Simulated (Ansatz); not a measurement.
**How far each method lies from UCCSDT(Q) for GaGeH3 (H-bridged), triplet**

Geometry: that of the GaGeH3 (H-bridged), singlet, kept fixed. The singlet lies 3.1 eV lower here.

```xyz
5

Ge   -0.0029    0.0000    1.1507
Ga   -0.0317    0.0000   -1.1673
H     0.9218    1.0676    0.2232
H     0.9218   -1.0676    0.2232
H     0.5638    0.0000   -2.6290
```

Basis cc-pVDZ; Ansatz 0.2.0. Only valence electrons are correlated (noble-gas cores and the filled d shells of p-block atoms frozen), which leaves 10 electrons in 41 orbitals. R marks a restricted (for open shells ROHF) determinant, U an unrestricted one. Active spaces: valence = (10e, 11o) chosen from the atoms' valence shells. No spin–orbit coupling is included, and no scalar relativity.

Full CI isn't at hand for all of this; UCCSDT(Q) serves as the reference, and is uncertain by about the last step of the cluster series. The frozen core follows each run's orbitals, which can shift R against U totals by a few meV for light atoms and by up to 0.1 eV past Ca.

The UHF ⟨S²⟩ is 2.020, the T1 diagnostic (RCCSD) is 0.0235 and the largest doubles amplitude (RCCSD) is 0.044. The T1 diagnostic (UCCSD) is 0.0199.

```
   level  E − E(RHF) (eV)
     UHF          -0.1333
    UMP2          -3.9202
   UCCSD          -4.9073
UCCSD(T)          -5.0587
```

(1) Estimate how far UCCSDT(Q) in cc-pVDZ lies from UCCSD(T). The table doesn't fix it; the size of (T) and the diagnostics are the guide.

(1) UCCSDT(Q) in cc-pVDZ lies 1.02 kcal/mol below UCCSD(T), which is 29 % of the (T) step (-3.49 kcal/mol). The diagnostics give no warning, yet the rest is a sizeable part of (T). The miss exceeds 1 kcal/mol.

The other levels:

```
 level  E − E(UCCSDT(Q)) (kcal/mol)  share of correlation (%)  wall time
UCCSDT                         0.17                     99.86          –
```

The correlation energy at UCCSDT(Q), counted from RHF, is -5.103 eV. That run took 8 s on 2 threads of AMD EPYC 7R13 with a shared H100 80 GB, shared host.

Run but not shown, since their state or frozen core can't be matched to the reference's or they repeat it: RHF, RMP2, RCCSD, RCCSD(T), BCCD(T), RCCSDT, RCCSDT(Q), CASSCF (valence space), NEVPT2 (valence space), MRCISD (valence space), MRCISD+Q (valence space), MRCISD+Q(relaxed) (valence space).

Times hold each run's SCF and search for its determinant on a shared host, so for small cases they say little of a method's own cost; they ran on 1 thread of AMD EPYC 7R13.

Natural occupations of CASSCF (valence space) about the gap: 1.983 1.970 1.953 1.949 1.005 0.995 0.041 0.039 0.033 0.018; effectively unpaired electrons, Σ n²(2−n)², 2.04.
